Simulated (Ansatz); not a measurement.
SiH3⁺, triplet: the ladder up to full CI

Geometry: a point of a breathe scan, not a stationary point.

```xyz
4

Si    0.0000    0.1034   -0.1203
H     0.0000   -1.8738   -1.2590
H     0.6717   -0.5042    2.3063
H    -0.6717   -0.5042    2.3063
```

Basis cc-pVDZ; Ansatz 0.2.0. Only valence electrons are correlated (noble-gas cores frozen), which leaves 6 electrons in 28 orbitals. R marks a restricted (for open shells ROHF) determinant, U an unrestricted one. Active spaces: pair = (4e, 4o) about the gap; valence = (6e, 7o) chosen from the atoms' valence shells.

Full CI is exact within this basis and frozen core; it isn't the basis-set limit. The frozen core follows each run's orbitals, which can shift R against U totals by a few meV.

HF rows are the lowest solutions found. Coupled cluster chose its determinant by trial CCSD, here up to 0.03 eV above the lowest Hartree–Fock solution of its kind, and MP2 stands on that determinant too. For open shells CISD is restricted-active-space CI with the open shells as a complete middle space.

```
UHF ⟨S²⟩                            : 2.213
⟨S²⟩ of the determinant under UCCSD : 2.040
T1 diagnostic (RCCSD)               : 0.0349
largest doubles amplitude (RCCSD)   : 0.127
T1 diagnostic (UCCSD)               : 0.0233
```

| level | E − E(full CI) (kJ/mol) | share of correlation (%) | wall time |
| --- | --- | --- | --- |
| RHF | 304.5 | 0.00 | – |
| RMP2 | 98.7 | 67.58 | – |
| UMP2 | 98.2 | 67.76 | – |
| CISD | 22.0 | 92.77 | 1.3 s |
| RCCSD | 7.1 | 97.66 | – |
| UCCSD | 6.9 | 97.74 | – |
| RCCSD(T) | 2.2 | 99.29 | 2.7 s |
| UCCSD(T) | 2.2 | 99.29 | 3.8 s |
| BCCD(T) | 2.2 | 99.28 | 2.8 s |
| RCCSDT | 0.2 | 99.93 | – |
| UCCSDT | 0.2 | 99.93 | – |
| RCCSDT(Q) | 0.0 | 99.98 | 8 s |
| UCCSDT(Q) | 0.0 | 99.99 | 10 s |
| CASSCF (pair space) | 203.7 | 33.10 | – |
| NEVPT2 (pair space) | 69.1 | 77.29 | 1.3 s |
| MRCISD (pair space) | 11.5 | 96.23 | – |
| MRCISD+Q (pair space) | -4.2 | 101.37 | 1.7 s |
| CASSCF (valence space) | 123.8 | 59.36 | – |
| NEVPT2 (valence space) | 38.9 | 87.23 | 2.3 s |
| MRCISD (valence space) | 7.5 | 97.54 | – |
| MRCISD+Q (valence space) | 3.2 | 98.96 | 3 s |

The correlation energy at full CI, counted from RHF, is -3.156 eV. That run took 49 s on 1 thread of Arm Neoverse N1, shared host over 5,365,800 determinants.

Run but not shown, since their state or frozen core can't be matched to the reference's or they repeat it: UHF.

Times hold each run's SCF and search for its determinant on a shared host, so for small cases they say little of a method's own cost; they ran on 1 thread of Arm Neoverse N1.

Not variational, and here over 5 meV under the exact energy: MRCISD+Q (pair space).

The full-CI state has the irrep A'' of Cs, in the program's axes.

Natural occupations of full CI about the gap: 1.913 1.878 0.997 0.980 0.096 0.044 0.043 0.011 0.009 0.008; effectively unpaired electrons, Σ n²(2−n)², 2.13.
